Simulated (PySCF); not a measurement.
# C2H2F2O (SMILES FC1OC1F): MP2/def2-TZVP

What is the vertical ionisation energy of C2H2F2O at MP2/def2-TZVP? 

The results are computed with PySCF 2.14.0.

### 1 The system as given

C2H2F2O: 7 atoms, total charge 0, spin state singlet. SMILES: `FC1OC1F`. The coordinates come from a PBE0-D4/def2-TZVP relaxation.

Bond lengths: F1–C2 1.341 Å, C2–O3 1.396 Å, C2–C4 1.451 Å, O3–C4 1.396 Å, C4–F5 1.341 Å, C2–H6 1.086 Å, C4–H7 1.086 Å. Some angles: F1–C2–O3 115.6°, F1–C2–C4 118.3°, O3–C2–C4 58.7°, C2–O3–C4 62.7°, C2–C4–O3 58.7°, C2–C4–F5 118.3°, O3–C4–F5 115.6°, F1–C2–H6 111.5°, O3–C2–H6 117.0°, C4–C2–H6 125.3°.

### 2 A single-point energy at MP2/def2-TZVP

File calc.py:

```python
# FC1OC1F
from pyscf import gto, mp

mol = gto.M(
    atom=[
    ('F', (-1.664000, 0.243600, 0.558700)),
    ('C', (-0.421700, -0.262000, 0.552400)),
    ('O', (-0.074300, -0.991300, -0.585800)),
    ('C', (0.527200, 0.256600, -0.415700)),
    ('F', (0.116200, 1.216500, -1.257500)),
    ('H', (-0.164000, -0.696100, 1.514300)),
    ('H', (1.606300, 0.271400, -0.291800)),
],
    verbose=3,
    max_memory=1860,
    basis='def2-tzvp',
)

mf = mol.RHF()
mf.conv_tol = 1e-10
mf.kernel()
if not mf.converged:
    mf = mf.newton().run(mf.mo_coeff, mf.mo_occ)

pt = mp.MP2(mf, frozen=5).run()
e_final = pt.e_tot
print('Final energy', e_final)
```

Run with:

```
$ OMP_NUM_THREADS=1 python calc.py
```

What it wrote:

```text
converged SCF energy = -350.734719446777
E(RMP2) = -351.776618606768  E_corr = -1.0418991599907
E(SCS-RMP2) = -351.75000358915  E_corr = -1.0152841423726
Final energy -351.7766186067676
```

Wall time 15 s (1 thread of Arm Neoverse V1, shared host); peak memory 1.1 GiB.

### 3 The doublet cation at the same level

File calc.py:

```python
from pyscf import gto, mp

system = gto.Mole()
system.atom = [
    ('F', (-1.664000, 0.243600, 0.558700)),
    ('C', (-0.421700, -0.262000, 0.552400)),
    ('O', (-0.074300, -0.991300, -0.585800)),
    ('C', (0.527200, 0.256600, -0.415700)),
    ('F', (0.116200, 1.216500, -1.257500)),
    ('H', (-0.164000, -0.696100, 1.514300)),
    ('H', (1.606300, 0.271400, -0.291800)),
]
system.basis = 'def2-tzvp'
system.charge = 1
system.verbose = 4
system.spin = 1
system.max_memory = 1860
system.build()

myscf = system.UHF()
myscf.conv_tol = 1e-10
myscf.kernel()
if not myscf.converged:
    myscf = myscf.newton().run(myscf.mo_coeff, myscf.mo_occ)

pt = mp.MP2(myscf, frozen=5).run()
energy = pt.e_tot
print('E(%s) = %.9f' % ('MP2', energy))
```

Run with:

```
$ OMP_NUM_THREADS=1 python calc.py
```

What it wrote:

```text
PySCF version 2.14.0

[INPUT] num. atoms = 7
[INPUT] num. electrons = 39
[INPUT] charge = 1
[INPUT] spin (= nelec alpha-beta = 2S) = 1
[INPUT] symmetry False subgroup None
[INPUT] Mole.unit = angstrom
[INPUT] Symbol           X                Y                Z      unit          X                Y                Z       unit  Magmom
[INPUT]  1 F     -1.664000000000   0.243600000000   0.558700000000 AA   -3.144504271276   0.460337283944   1.055789985794 Bohr   0.0
[INPUT]  2 C     -0.421700000000  -0.262000000000   0.552400000000 AA   -0.796897506729  -0.495108244636   1.043884711210 Bohr   0.0
[INPUT]  3 O     -0.074300000000  -0.991300000000  -0.585800000000 AA   -0.140406651055  -1.873285507281  -1.107001563770 Bohr   0.0
[INPUT]  4 C      0.527200000000   0.256600000000  -0.415700000000 AA    0.996263612871   0.484903723563  -0.785559149982 Bohr   0.0
[INPUT]  5 F      0.116200000000   1.216500000000  -1.257500000000 AA    0.219586175674   2.298851830533  -2.376330601641 Bohr   0.0
[INPUT]  6 H     -0.164000000000  -0.696100000000   1.514300000000 AA   -0.309915084429  -1.315438355310   2.861612270429 Bohr   0.0
[INPUT]  7 H      1.606300000000   0.271400000000  -0.291800000000 AA    3.035467073889   0.512871670207  -0.551422083148 Bohr   0.0

nuclear repulsion = 185.007965386646
number of shells = 63
number of NR pGTOs = 246
number of NR cGTOs = 167
basis = def2-tzvp
ecp = {}

******** <class 'pyscf.scf.uhf.UHF'> ********
method = UHF
initial guess = minao
damping factor = 0
level_shift factor = 0
DIIS = <class 'pyscf.scf.diis.CDIIS'>
diis_start_cycle = 1
diis_space = 8
diis_damp = 0
SCF conv_tol = 1e-10
SCF conv_tol_grad = None
SCF max_cycles = 50
direct_scf = True
direct_scf_tol = 1e-13
number electrons alpha = 20  beta = 19
Set gradient conv threshold to 1e-05
[... 82 lines left out ...]
SCF not converged.
SCF energy = -350.316043396415 after 50 cycles  <S^2> = 0.77195605  2S+1 = 2.0218368
[... 1 line left out ...]
******** <class 'pyscf.soscf.newton_ah.SecondOrderUHF'> ********
method = SecondOrderUHF
initial guess = minao
damping factor = 0
level_shift factor = 0
DIIS = <class 'pyscf.scf.diis.CDIIS'>
diis_start_cycle = 1
diis_space = 8
diis_damp = 0
SCF conv_tol = 1e-10
SCF conv_tol_grad = None
SCF max_cycles = 50
direct_scf = True
direct_scf_tol = 1e-13
number electrons alpha = 20  beta = 19
******** <class 'pyscf.scf.uhf.UHF'> Newton solver flags ********
SCF tol = 1e-10
conv_tol_grad = None
max. SCF cycles = 50
direct_scf = True
direct_scf_tol = 1e-13
max_cycle_inner = 12
max_stepsize = 0.05
ah_start_tol = 1e+09
ah_level_shift = 0
ah_conv_tol = 1e-12
ah_lindep = 1e-14
ah_start_cycle = 1
ah_max_cycle = 40
ah_grad_trust_region = 2.5
kf_interval = 4
kf_trust_region = 5
canonicalization = True
Set conv_tol_grad to 1e-05
[... the frontier-level lines of each cycle are left out ...]
Initial guess E= -350.316043396415  |g|= 0.00452081
macro= 0  E= -350.318014376074  delta_E= -0.00197098  |g|= 0.00804728  3 KF 15 JK
macro= 1  E= -350.324743839956  delta_E= -0.00672946  |g|= 0.108459  3 KF 19 JK
macro= 2  E= -350.327067121351  delta_E= -0.00232328  |g|= 0.00150567  4 KF 14 JK
macro= 3  E= -350.327069567332  delta_E= -2.44598e-06  |g|= 2.70434e-05  3 KF 14 JK
macro= 4  E= -350.327069567331  delta_E= 9.09495e-13  |g|= 3.51127e-06  1 KF 2 JK
Canonicalize SCF orbitals
macro X = 5  E=-350.327069567331  |g|= 3.51127e-06  total 15 KF 70 JK
converged SCF energy = -350.327069567331  <S^2> = 0.76269446  2S+1 = 2.0126544

******** <class 'pyscf.mp.ump2.UMP2'> ********
nocc = (np.int64(15), np.int64(14)), nmo = (162, 162)
frozen orbitals 5
E(UMP2) = -351.306514389371  E_corr = -0.979444822039519
E(SCS-UMP2) = -351.284316332308  E_corr = -0.957246764976259
E_corr(same-spin) = -0.251638870928265
E_corr(oppo-spin) = -0.727805951111254
E(MP2) = -351.306514389
```

It took 2.6 min on 1 thread of Arm Neoverse V1, shared host; peak memory 1.6 GiB.

### 4 Results

At MP2/def2-TZVP, 5 core orbitals frozen:

| quantity | value |
| --- | --- |
| singlet C2H2F2O: total energy | -351.77662 Eh |
| singlet C2H2F2O: dipole moment (Hartree–Fock density) | 3.18 D |
| singlet C2H2F2O: HOMO energy (Hartree–Fock orbitals) | -12.92 eV |
| singlet C2H2F2O: LUMO energy (Hartree–Fock orbitals) | 4.24 eV |
| singlet C2H2F2O: HOMO–LUMO gap (Hartree–Fock orbitals) | 17.16 eV |
| singlet C2H2F2O: correlation energy (5 core orbitals frozen) | -1041.9 mEh |
| doublet cation: total energy | -351.30651 Eh |
| doublet cation: HOMO energy (Hartree–Fock orbitals) (highest over α and β) | -21.21 eV |
| doublet cation: LUMO energy (Hartree–Fock orbitals) (lowest over α and β) | -8.42 eV |
| doublet cation: correlation energy (5 core orbitals frozen) | -979.4 mEh |
| doublet cation: ⟨S²⟩ of the reference determinant | 0.763 |
| vertical ionisation energy (to the doublet cation) | 12.792 eV |

In words: Removing an electron at fixed nuclei costs 12.79 eV (1234 kJ/mol). Mulliken charges (singlet C2H2F2O) of the mean-field density run from -0.39 on O3 to +0.33 on C2; they depend strongly on the basis. Mulliken charges (doublet cation) of the mean-field density run from -0.13 on F1 to +0.32 on C2.
